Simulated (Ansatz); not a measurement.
1T (CdI2-type) ZrSe₂

Method: PBE-D4 in Ansatz (plane waves, PAW).

Numerical settings: plane-wave cutoff 500 eV, 12×12×6 k mesh (along the axes of the cell as run), Fermi–Dirac smearing 0.05 eV, scalar-relativistic PAW data made under PBE.

Cell (relaxed at this level):

```
CELL_PARAMETERS angstrom
      3.75111     0.00000     0.00000
     -1.87556     3.24856     0.00000
      0.00000     0.00000     6.12481
ATOMIC_POSITIONS crystal
  Zr 0.00000 0.00000 0.00000
  Se 0.66667 0.33333 0.73965
  Se 0.33333 0.66667 0.26035
```

- band gap = 0.16 eV (on the SCF k mesh)

Measured, for comparison: band gap 1.18 eV (temperature not stated, not corrected to a static lattice, fundamental, indirect, our sources range from 0.90 to 1.20; as tabulated in Rybak et al. (2022), arXiv:2210.12074).

Spin–orbit coupling is not included.

The computed numbers hold no vibrational or temperature effects.

The result took roughly 40 core-seconds.

Ansatz is a first-principles code.
